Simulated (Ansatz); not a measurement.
**One shape, several levels: SiF2 (SMILES F[Si]F)**

Aim: a comparison of 6 runs (BLYP/STO-3G, SVWN5/STO-3G, wB97X/STO-3G, BCCD(T)/STO-3G, CCSD(T)/STO-3G, UCCSD(T)/STO-3G) of SiF2. 

Program for the calculation: Ansatz 0.2.0.

41 further runs of the same task are left out: 3 that didn't finish, 38 set aside as unsound or not needed.

### Step 1. Starting point

SiF2 has 3 atoms, charge 0, and is taken as a singlet. SMILES: `F[Si]F`. The F3–Si2 distance was set to 3.203 Å, away from the relaxed value. At this shape a bond of the SMILES string is far longer than usual.

Bond lengths: F1–Si2 1.602 Å.

### Step 2. The energy at BLYP/STO-3G (run 1)

run.yaml reads:

```yaml
crystal:
  periodic: [false, false, false]
  atoms:
    - symbol: F
      position_ang: [-0.857178, 2.400775, -0.201391]
    - symbol: Si
      position_ang: [-1.618378, 1.107575, -0.760891]
    - symbol: F
      position_ang: [0.428600, -1.200400, 0.100700]
basis:
  gaussian: {orbitals: STO-3G}
accuracy: high
hamiltonian: {xc: {name: BLYP}}
```

Launch:

```
ansatz run run.yaml --threads 1 --pin off --max-ram 2610MiB --events-out events.jsonl --progress --plain --runs-dir runs
```

Log:

```text
Warning: RAYON_NUM_THREADS=1 ignored (pool sized by the plan → 1); use --threads N
Functional definition: BLYP
  name "BLYP"
  parameter beta = 0.0042
  parameter a = 0.04918
  parameter b = 0.132
  parameter c = 0.2533
  parameter d = 0.349
  exchange = b88_x(beta = beta)
  correlation = lyp_c(a = a, b = b, c = c, d = d)
304 factors; integrals over basis functions are off by at most 2.5e-8 eV
mean field evaluation 1: about -13124.1393 eV, gradient 1.5e1 eV
mean field evaluation 2: about -12759.4594 eV, gradient 1.9e1 eV
mean field evaluation 4: about -13119.6551 eV, gradient 4.2e1 eV
mean field evaluation 8: about -13132.9674 eV, gradient 1.3e0 eV
mean field evaluation 16: about -13132.9703 eV, gradient 1.6e-8 eV
mean field evaluation 32: about -13132.8085 eV, gradient 3.4e-2 eV
mean field evaluation 64: about -13132.8324 eV, gradient 7.2e-1 eV
mean field evaluation 96: about -13052.9737 eV, gradient 1.4e2 eV
mean field -13132.97028346 eV, -482.6277560703 hartree, gradient 1.6e-8 eV, S^2 0.000000; 7 other end points of the search recorded, 0 dependent functions left out
reference -13132.97031200 eV, -482.6277571190 hartree; 16, 16 occupied and 3, 3 virtual orbitals, 304 factors
Total energy: -13132.97031200 eV, -482.6277571190 hartree
```

Wall time 2.9 s (1 thread of Arm Neoverse V1, shared host).

### Step 3. A single-point energy at SVWN5/STO-3G (run 2)

job.yaml reads:

```yaml
crystal:
  periodic: [false, false, false]
  atoms:
    - symbol: F
      position_ang: [-0.857178, 2.400775, -0.201391]
    - symbol: Si
      position_ang: [-1.618378, 1.107575, -0.760891]
    - symbol: F
      position_ang: [0.428600, -1.200400, 0.100700]
basis:
  gaussian:
    orbitals: STO-3G
hamiltonian:
  xc: {name: SVWN5}
accuracy: high
```

Launch:

```
ansatz run job.yaml --threads 1 --pin off --max-ram 2610MiB --events-out events.jsonl --progress --plain --runs-dir runs
```

Log:

```text
Warning: RAYON_NUM_THREADS=1 ignored (pool sized by the plan → 1); use --threads N
Functional definition: SVWN5
  name "SVWN5"
  exchange = slater_x
  correlation = vwn5_c
304 factors; integrals over basis functions are off by at most 2.5e-8 eV
mean field evaluation 1: about -13058.4884 eV, gradient 1.4e1 eV
mean field evaluation 2: about -12695.3565 eV, gradient 1.8e1 eV
mean field evaluation 4: about -13053.5761 eV, gradient 4.3e1 eV
mean field evaluation 8: about -13067.3512 eV, gradient 2.6e0 eV
mean field evaluation 16: about -13067.3655 eV, gradient 2.4e-8 eV
mean field evaluation 32: about -13067.1992 eV, gradient 1.3e-2 eV
mean field evaluation 64: about -13067.2299 eV, gradient 2.3e0 eV
mean field evaluation 96: about -13067.3162 eV, gradient 4.0e-1 eV
mean field -13067.36552396 eV, -480.2168256269 hartree, gradient 2.4e-8 eV, S^2 0.000000; 7 other end points of the search recorded, 0 dependent functions left out
reference -13067.36552518 eV, -480.2168256718 hartree; 16, 16 occupied and 3, 3 virtual orbitals, 304 factors
Total energy: -13067.36552518 eV, -480.2168256718 hartree
```

Wall time 1.7 s (1 thread of Arm Neoverse V1, shared host).

Runs 3 to 5 aren't shown in full; the table further down has their settings and results.

### Step 4. A single-point energy at UCCSD(T)/STO-3G (run 6)

input.yaml reads:

```yaml
basis:
  gaussian:
    orbitals: STO-3G
crystal:
  periodic: [false, false, false]
  atoms:
    - {symbol: F, position_ang: [-0.857178, 2.400775, -0.201391]}
    - {symbol: Si, position_ang: [-1.618378, 1.107575, -0.760891]}
    - {symbol: F, position_ang: [0.428600, -1.200400, 0.100700]}
magnetization:
  spin_polarized: true
  initial_magnetization: 0
correlation:
  method: ccsd_t
  frozen_orbitals: {F: 1, Si: 5}
accuracy: high
scf:
  omitted_lower_state_checks: [cluster_reference, increment]
```

Launch:

```
ansatz run input.yaml --threads 1 --pin off --max-ram 2610MiB --events-out events.jsonl --progress --plain --runs-dir runs
```

Log:

```text
Warning: RAYON_NUM_THREADS=1 ignored (pool sized by the plan → 1); use --threads N
[... 19 lines left out ...]
7 core orbitals not correlated: weight in the atoms' cores, before any rotation towards them, 1.000 or more for the frozen orbitals, at most 0.000 for the correlated occupied ones
[... 153 lines left out ...]
Total energy: -13105.33520371 eV, -481.6121856211 hartree
Checks for a lower state left out: cluster_reference, increment
```

Wall time 1.5 s (1 thread of Arm Neoverse V1, shared host).

### Step 5. The series

```tsv
run	level	frozen core orbitals	energy (Eh)	wall time
1	BLYP/STO-3G	–	-482.627757	2.9 s
2	SVWN5/STO-3G	–	-480.216826	1.7 s
3	wB97X/STO-3G	–	-482.615316	4.2 s
4	BCCD(T)/STO-3G	7	-481.616243	0.32 s
5	CCSD(T)/STO-3G	7	-481.616534	0.26 s
6	UCCSD(T)/STO-3G	7	-481.612186	1.5 s
```

### Step 6. Summary of results

| quantity | value |
| --- | --- |
| run 6: total energy | -481.61219 Eh |
| run 6: correlation energy (7 core orbitals frozen) | -57.2 mEh |
| run 6: (T) correction | -5.68 mEh |
| run 6: ⟨S²⟩ of the reference determinant | 0.996 |
| run 6: T1 diagnostic | 0.019 |

What this shows: Totals of different functionals can't be ranked against each other. In run 5 the T1 diagnostic is large, so a single reference may not serve. In runs 4, 5 the log says that unrestricted orbitals would lower the reference, so the values rest on an unstable closed-shell determinant (other closed-shell runs at this shape may share the fault). In runs 1, 2, 3, 4, 5, 6 the basis is minimal, so the values are rough. In runs 1, 2, 3, 5 a closed-shell determinant meets a far-stretched bond, which it describes badly. Spin contamination of the reference: run 6 ⟨S²⟩ = 1.00. Where it is this large, the reference is a mixture of spin states, and values that rest on it are in doubt. All runs together took 11 s, the longest 4.2 s.
